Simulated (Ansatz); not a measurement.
A calculation with Ansatz (development build ahead of 0.2.0).

```yaml
crystal:
  periodic: [false, false, false]
  atoms:
    - { symbol: O, position_ang: [-0.4668, -0.818, -0.676] }
    - { symbol: C, position_ang: [0.0, 0.0, 0.0] }
    - { symbol: O, position_ang: [0.4668, 0.818, 0.676] }
basis:
  gaussian: { orbitals: def2-SVP }
magnetization:
  spin_polarized: true
  initial_magnetization: 2
hamiltonian:
  xc: hf
output:
  forces: true
```

The input is written out in the form of the current development build from the run's settings.

Output:

- Converged: yes
- Total energy: -187.21046 hartree
- Spin squared of the determinant: 2.016
- Stability test: minimum

Forces (eV/Å):
```
atom      Fx      Fy      Fz
  O1  -3.445  -6.037  -4.989
  C2   0.000   0.000   0.000
  O3   3.445   6.037   4.989
```

Caution: another spin multiplicity may lie lower.
